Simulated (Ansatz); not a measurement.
## Relative stability

Two relaxed structures of Mg2SiH4, closed shell (PBE0-D4/def2-TZVP; forces vanish, vibrations not checked).

A:

```xyz
7
angstrom
Mg -2.0615 -0.9116 -0.7224
Mg 3.5235 1.5571 1.2335
Si 0.1910 0.0848 0.0672
H -3.5463 -1.5685 -1.2431
H 1.3835 -0.6240 -0.4936
H 0.3709 0.0443 1.5521
H 0.3714 1.5207 -0.3126
```

B:

```
7
angstrom
Mg -3.1014 -1.3708 -1.0852
Mg -0.5898 -0.2600 -0.2050
Si 1.6811 0.7432 0.5886
H -4.6020 -2.0342 -1.6111
H 2.8770 0.0360 0.0285
H 1.8679 0.7052 2.0743
H 1.8671 2.1805 0.2100
```

Computed with Ansatz 0.2.0 (basis: def2-TZVPP); correlated methods freeze the cores. The outer core shell of Li, Na, Mg and K is correlated. The def2 sets are not built for correlating such inner shells, so the correlated values are less sure here. B3LYP uses VWN-RPA correlation.

Question: Which structure is lower at CCSD(T), and by how much? (Judge from chemistry; the value comes from the calculation.)

Answer: The calculation gives: B, by 14.3 kJ/mol (electronic energy, against the other). By their contacts, A is a complex of MgSiH₄ ([MgH][SiH3]) + Mg and B is Mg₂SiH₄ ([MgH][Mg][SiH3]).

All methods give the same order:

| method | E(B) − E(A) (kJ/mol) |
| --- | --- |
| PBE-D4 | -18.4 |
| r2SCAN-D4 | -32.3 |
| PBE0-D4 | -22.6 |
| B3LYP-D4 | -5.8 |
| wB97M-V | -0.3 |
| HF | -21.5 |
| MP2 | -15.0 |
| CCSD | -13.8 |
| CCSD(T) | -14.3 |

No T1 diagnostic of these runs exceeds 0.011.

Labels in which every atom is bracketed show which atoms are joined, not bond orders.

For scale, one of the runs: CCSD(T)/def2-TZVPP, 162 basis functions, launched by `ansatz run in.yaml --threads 2 --pin off --events-out ev --progress --plain --max-ram 4352MiB`. Hardware: 2 CPU threads of an Intel Xeon 6975P-C, shared host. Wall time 14 s; peak host memory 1.5 GiB.
